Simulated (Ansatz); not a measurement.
# OF (Oxygen monofluoride) at UCCSDT/STO-3G

What is the vertical doublet–quartet gap of OF (Oxygen monofluoride) at UCCSDT/STO-3G? 

The results are computed with Ansatz 0.2.0.

43 further runs of the same task are left out: 6 that didn't finish, 37 set aside as unsound or not needed.

## (1) Starting point

OF has 2 atoms, charge 0, and is taken as a doublet. SMILES: `[O]F`. The shape is that of a GFN2-xTB optimisation.

Bond lengths: O1–F2 1.298 Å.

## (2) The energy at UCCSDT/STO-3G

Input file input.yaml:

```yaml
crystal:
  periodic: [false, false, false]
  atoms:
    - symbol: O
      position_ang: [0.000000, 0.000000, 0.000000]
    - symbol: F
      position_ang: [0.000000, 0.000000, 1.298450]
basis:
  gaussian: {orbitals: STO-3G}
magnetization: {spin_polarized: true, initial_magnetization: 1}
correlation: {method: ccsdt, frozen_orbitals: {F: 1, O: 1}}
accuracy: high
scf: {omitted_lower_state_checks: [cluster_reference, increment]}
```

On the command line:

```
$ ansatz run input.yaml --threads 1 --pin off --max-ram 2610MiB --events-out events.jsonl --progress --plain --runs-dir runs
```

Log, cut to the lines that bear on the results:

```text
Warning: RAYON_NUM_THREADS=1 ignored (pool sized by the plan → 1); use --threads N
Functional definition: HF
  name "HF"
[...]
149 factors; integrals over basis functions are off by at most 4.4e-8 eV
[...]
mean field -4674.93074780 eV, -171.8005361999 hartree, gradient 3.0e-8 eV, S^2 0.757356; 2 other end points of the search recorded, 0 dependent functions left out
2 core orbitals not correlated: weight in the atoms' cores, before any rotation towards them, 1.000 or more for the frozen orbitals, at most 0.000 for the correlated occupied ones
reference -4674.93074780 eV, -171.8005361999 hartree; 7, 6 occupied and 1, 2 virtual orbitals, 149 factors
second order -1.08335937 eV of doubles, -0.00000000 eV of singles
cycle   1  -1.35588202 eV  change   -2.7e-1 eV  update   5.8e-2
[...]
cycle  22  -1.66551662 eV  change   5.7e-10 eV  update  6.6e-10
Total energy: -4676.59626442 eV, -171.8617428067 hartree
Checks for a lower state left out: cluster_reference, increment
```

Wall time 0.26 s (1 thread of Arm Neoverse V1, shared host).

## (3) The quartet, same level

Input file job.yaml:

```yaml
crystal:
  periodic: [false, false, false]
  atoms:
    - {symbol: O, position_ang: [0.000000, 0.000000, 0.000000]}
    - {symbol: F, position_ang: [0.000000, 0.000000, 1.298450]}
basis:
  gaussian: {orbitals: STO-3G}
correlation: {method: ccsdt, frozen_orbitals: {F: 1, O: 1}}
accuracy: high
scf: {omitted_lower_state_checks: [cluster_reference, increment]}
magnetization: {spin_polarized: true, initial_magnetization: 3}
```

On the command line:

```
$ ansatz run job.yaml --threads 1 --pin off --max-ram 2610MiB --events-out events.jsonl --progress --plain --runs-dir runs
```

Log, cut to the lines that bear on the results:

```text
Warning: RAYON_NUM_THREADS=1 ignored (pool sized by the plan → 1); use --threads N
[... 2 set-up lines as earlier in the session ...]
[...]
149 factors; integrals over basis functions are off by at most 4.4e-8 eV
[...]
mean field -4668.92399643 eV, -171.5797921586 hartree, gradient 5.2e-8 eV, S^2 3.750000; 0 other end points of the search recorded, 0 dependent functions left out
2 core orbitals not correlated: weight in the atoms' cores, before any rotation towards them, 1.000 or more for the frozen orbitals, at most 0.000 for the correlated occupied ones
reference -4668.92399643 eV, -171.5797921586 hartree; 8, 5 occupied and 0, 3 virtual orbitals, 149 factors
second order -0.73431085 eV of doubles, -0.00000000 eV of singles
cycle   1  -0.91806559 eV  change   -1.8e-1 eV  update   8.1e-2
[...]
cycle  20  -1.47694297 eV  change   -1.4e-9 eV  update   1.6e-9
Total energy: -4670.40093941 eV, -171.6340688117 hartree
Checks for a lower state left out: cluster_reference, increment
```

Wall time 0.22 s (1 thread of Arm Neoverse V1, shared host).

## (4) Outcome

At UCCSDT/STO-3G, 2 core orbitals frozen:

```
                                            quantity          value
                               doublet: total energy  -171.86174 Eh
doublet: correlation energy (2 core orbitals frozen)      -61.2 mEh
          doublet: ⟨S²⟩ of the reference determinant          0.757
                              doublet: T1 diagnostic          0.025
                               quartet: total energy  -171.63407 Eh
quartet: correlation energy (2 core orbitals frozen)      -54.3 mEh
          quartet: ⟨S²⟩ of the reference determinant          3.750
                              quartet: T1 diagnostic          0.041
    vertical energy of the quartet above the doublet       6.195 eV
```

**Reading.** At this shape the quartet lies 6.20 eV (143 kcal/mol) above the doublet. In a minimal basis such a difference can be off by several eV, whatever the method.
